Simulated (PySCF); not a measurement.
Molecule: SMILES CCCCCl, C₄H₉Cl.

Cartesian coordinates in Å; atom numbers follow the order of the lines, from 1:
```xyz
14

C    -1.958   -0.076   -0.299
C    -0.479   -0.047   -0.652
C     0.420    0.040    0.575
C     1.889    0.069    0.213
Cl    2.929    0.180    1.666
H    -2.198   -0.941    0.339
H    -2.587   -0.141   -1.200
H    -2.255    0.831    0.251
H    -0.219   -0.949   -1.234
H    -0.273    0.810   -1.318
H     0.233   -0.817    1.244
H     0.178    0.945    1.159
H     2.132    0.936   -0.419
H     2.190   -0.841   -0.326
```

Geometry PBE0-D3(BJ)/def2-SVP throughout; GIAO in PySCF, gas phase, one conformer, non-relativistic; equivalent atoms averaged; functional PBE0.

For orientation, IGLO-III gives these absolute shieldings σ: C4 133.8, C3 142.4, C2 158.4, C1 167.7, Cl5 840.7, H13/H14 28.06, H11/H12 29.73, H6/H7/H8 30.41, H9/H10 30.19 ppm.

A run gave: C4 153.3, C3 162.9, C2 177.0, C1 183.5, Cl5 883.5, H13/H14 29.43, H11/H12 30.88, H6/H7/H8 31.48, H9/H10 31.30 ppm (absolute shieldings σ).

Question: Which basis set was used in that run?
A. 6-31G*
B. def2-SVP
C. STO-3G
D. 6-311+G(2d,p)
E. 6-31G

Answer: E. H9/H10 tells them apart best: 6-31G gives 31.30, STO-3G gives 31.87, 6-311+G(2d,p) gives 30.32, def2-SVP gives 30.37, 6-31G* gives 30.73 ppm.
